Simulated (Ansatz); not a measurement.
# AlH2ClO (SMILES [OH][AlH][Cl]): levels of theory compared

Aim: a comparison of 6 runs (UHF/STO-3G, B2PLYP/STO-3G, B3LYP/STO-3G, HSE06/STO-3G, UPBE0/STO-3G, UMP2/STO-3G) of AlH2ClO. 

The results are computed with Ansatz 0.2.0.

77 further runs of the same task are left out: 5 that didn't finish, 72 set aside as unsound or not needed.

**1. The system as given**

AlH2ClO: 5 atoms, total charge 0, spin state singlet. As SMILES, `[OH][AlH][Cl]`. The Cl3–Al2 distance was set to 3.144 Å, away from the relaxed value. At this shape a bond of the SMILES string is far longer than usual.

Bond lengths: O1–Al2 1.684 Å, O1–H4 0.956 Å, Al2–H5 1.563 Å. Angles: O1–Al2–H5 119.3°, Al2–O1–H4 124.3°.

**2. The energy at UHF/STO-3G (run 1)**

Input file input.yaml:

```yaml
crystal:
  periodic: [false, false, false]
  atoms:
    - symbol: O
      position_ang: [-1.452054, 1.326060, -0.777053]
    - symbol: Al
      position_ang: [0.089046, 1.140060, -0.125153]
    - symbol: Cl
      position_ang: [1.114900, -1.725400, 0.662800]
    - symbol: H
      position_ang: [-2.061454, 0.606060, -0.932153]
    - symbol: H
      position_ang: [0.991546, 2.400160, 0.079547]
basis:
  gaussian:
    orbitals: STO-3G
magnetization:
  spin_polarized: true
  initial_magnetization: 0
hamiltonian:
  xc: hf
accuracy: high
```

Started as:

```bash
ansatz run input.yaml --threads 1 --pin off --max-ram 2610MiB --events-out events.jsonl --progress --plain --runs-dir runs
```

The log of the run:

```text
Warning: RAYON_NUM_THREADS=1 ignored (pool sized by the plan → 1); use --threads N
Functional definition: HF
  name "HF"
  exchange = exact_x
  correlation = 0
425 factors; integrals over basis functions are off by at most 2.3e-8 eV
mean field evaluation 1: about -20910.6271 eV, gradient 1.7e1 eV
mean field evaluation 2: about -20910.6485 eV, gradient 1.7e1 eV
mean field evaluation 4: about -20913.5230 eV, gradient 1.4e0 eV
mean field evaluation 8: about -20913.5497 eV, gradient 2.6e-2 eV
mean field evaluation 16: about -20913.5402 eV, gradient 7.1e-1 eV
mean field evaluation 32: about -20913.5392 eV, gradient 2.9e-1 eV
mean field evaluation 64: about -20913.4940 eV, gradient 1.4e0 eV
mean field -20913.55621770 eV, -768.5590152828 hartree, gradient 3.5e-8 eV, S^2 0.095681; 3 other end points of the search recorded, 0 dependent functions left out
reference -20913.55621770 eV, -768.5590152828 hartree; 20, 20 occupied and 5, 5 virtual orbitals, 425 factors
Total energy: -20913.55621770 eV, -768.5590152828 hartree
```

It took 0.16 s on 1 thread of AMD EPYC 9R45 (Zen 5), shared host.

**3. The energy at B2PLYP/STO-3G (run 2)**

Input file input.yaml:

```yaml
crystal:
  periodic: [false, false, false]
  atoms:
    - {symbol: O, position_ang: [-1.452054, 1.326060, -0.777053]}
    - {symbol: Al, position_ang: [0.089046, 1.140060, -0.125153]}
    - {symbol: Cl, position_ang: [1.114900, -1.725400, 0.662800]}
    - {symbol: H, position_ang: [-2.061454, 0.606060, -0.932153]}
    - {symbol: H, position_ang: [0.991546, 2.400160, 0.079547]}
basis:
  gaussian: {orbitals: STO-3G}
hamiltonian: {xc: {name: B2PLYP}}
correlation: {frozen_orbitals: {Al: 5, Cl: 5, H: 0, O: 1}}
accuracy: high
```

Started as:

```bash
ansatz run input.yaml --threads 1 --pin off --max-ram 2610MiB --events-out events.jsonl --progress --plain --runs-dir runs
```

The log of the run, cut to the lines that bear on the results:

```text
Warning: RAYON_NUM_THREADS=1 ignored (pool sized by the plan → 1); use --threads N
Functional definition: B2PLYP
  name "B2PLYP"
[...]
425 factors; integrals over basis functions are off by at most 2.3e-8 eV
[...]
mean field -20942.06856638 eV, -769.6068247706 hartree, gradient 1.9e-8 eV, S^2 0.000000; 0 other end points of the search recorded, 0 dependent functions left out
11 core orbitals not correlated: weight in the atoms' cores, before any rotation towards them, 1.000 or more for the frozen orbitals, at most 0.000 for the correlated occupied ones
reference -20942.06858637 eV, -769.6068255053 hartree; 9, 9 occupied and 5, 5 virtual orbitals, 425 factors
second order -3.31208434 eV of doubles, -0.00000000 eV of singles
Total energy: -20942.96284914 eV, -769.6396890560 hartree
```

Run time: 0.94 s. Hardware: 1 thread of AMD EPYC 9R45 (Zen 5), shared host.

Runs 3 to 4 aren't shown in full; the table further down has their settings and results.

**4. The energy at UPBE0/STO-3G (run 5)**

Input file run.yaml:

```yaml
crystal:
  periodic: [false, false, false]
  atoms:
    - symbol: O
      position_ang: [-1.452054, 1.326060, -0.777053]
    - symbol: Al
      position_ang: [0.089046, 1.140060, -0.125153]
    - symbol: Cl
      position_ang: [1.114900, -1.725400, 0.662800]
    - symbol: H
      position_ang: [-2.061454, 0.606060, -0.932153]
    - symbol: H
      position_ang: [0.991546, 2.400160, 0.079547]
basis:
  gaussian: {orbitals: STO-3G}
magnetization: {spin_polarized: true, initial_magnetization: 0}
hamiltonian: {xc: pbe0}
accuracy: high
```

Started as:

```bash
ansatz run run.yaml --threads 1 --pin off --max-ram 2610MiB --events-out events.jsonl --progress --plain --runs-dir runs
```

The log of the run:

```text
Warning: RAYON_NUM_THREADS=1 ignored (pool sized by the plan → 1); use --threads N
Functional definition: PBE0
  name "PBE0"
  parameter a = 0.25
  parameter kappa = 0.804
  parameter beta = 0.06672455060314922
  exchange = (1 - a)*pbe_x(kappa = kappa, mu = beta*pi^2/3) + a*exact_x
  correlation = pbe_c(beta = beta)
425 factors; integrals over basis functions are off by at most 2.3e-8 eV
mean field evaluation 1: about -20941.0719 eV, gradient 1.9e1 eV
mean field evaluation 2: about -20927.6638 eV, gradient 4.3e1 eV
mean field evaluation 4: about -20944.7295 eV, gradient 5.5e0 eV
mean field evaluation 8: about -20945.1590 eV, gradient 7.6e-2 eV
mean field evaluation 16: about -20945.1591 eV, gradient 5.3e-7 eV
mean field -20945.15910287 eV, -769.7203998917 hartree, gradient 3.1e-8 eV, S^2 0.000000; 2 other end points of the search recorded, 0 dependent functions left out
reference -20945.15910443 eV, -769.7203999492 hartree; 20, 20 occupied and 5, 5 virtual orbitals, 425 factors
Total energy: -20945.15910443 eV, -769.7203999492 hartree
```

It took 0.9 s on 1 thread of AMD EPYC 9R45 (Zen 5), shared host.

**5. A single-point energy at UMP2/STO-3G (run 6)**

Input file run.yaml:

```yaml
basis:
  gaussian: {orbitals: STO-3G}
crystal:
  periodic: [false, false, false]
  atoms:
    - {symbol: O, position_ang: [-1.452054, 1.326060, -0.777053]}
    - {symbol: Al, position_ang: [0.089046, 1.140060, -0.125153]}
    - {symbol: Cl, position_ang: [1.114900, -1.725400, 0.662800]}
    - {symbol: H, position_ang: [-2.061454, 0.606060, -0.932153]}
    - {symbol: H, position_ang: [0.991546, 2.400160, 0.079547]}
magnetization: {spin_polarized: true, initial_magnetization: 0}
accuracy: high
correlation: {method: mp2, frozen_orbitals: {Al: 5, Cl: 5, H: 0, O: 1}}
```

Started as:

```bash
ansatz run run.yaml --threads 1 --pin off --max-ram 2610MiB --events-out events.jsonl --progress --plain --runs-dir runs
```

The log of the run, cut to the lines that bear on the results:

```text
Warning: RAYON_NUM_THREADS=1 ignored (pool sized by the plan → 1); use --threads N
[... 2 set-up lines as earlier in the session ...]
[...]
425 factors; integrals over basis functions are off by at most 2.3e-8 eV
[...]
mean field -20913.55621770 eV, -768.5590152828 hartree, gradient 3.5e-8 eV, S^2 0.095681; 5 other end points of the search recorded, 0 dependent functions left out
11 core orbitals not correlated: weight in the atoms' cores, before any rotation towards them, 1.000 or more for the frozen orbitals, at most 0.000 for the correlated occupied ones
reference -20913.55621770 eV, -768.5590152828 hartree; 9, 9 occupied and 5, 5 virtual orbitals, 425 factors
second order -2.02939088 eV of doubles, -0.00000000 eV of singles
Total energy: -20915.58560858 eV, -768.6335940221 hartree
```

Run time: 0.16 s. Hardware: 1 thread of AMD EPYC 9R45 (Zen 5), shared host.

**6. Overview of the runs**

```csv
run,level,frozen core orbitals,energy (Eh),wall time
1,UHF/STO-3G,–,-768.559015,0.16 s
2,B2PLYP/STO-3G,11,-769.639689,0.94 s
3,B3LYP/STO-3G,–,-770.039829,0.5 s
4,HSE06/STO-3G,–,-769.704951,0.58 s
5,UPBE0/STO-3G,–,-769.720400,0.9 s
6,UMP2/STO-3G,11,-768.633594,0.16 s
```

**7. Outcome**

| quantity | value |
| --- | --- |
| run 6: total energy | -768.63359 Eh |
| run 6: correlation energy (11 core orbitals frozen) | -74.6 mEh |
| run 6: ⟨S²⟩ of the reference determinant | 0.096 |

**Reading.** Totals of different functionals can't be ranked against each other. In runs 1, 2, 3, 4, 5, 6 the basis is minimal, so the values are rough. All runs together took 3.2 s, the longest 0.94 s.
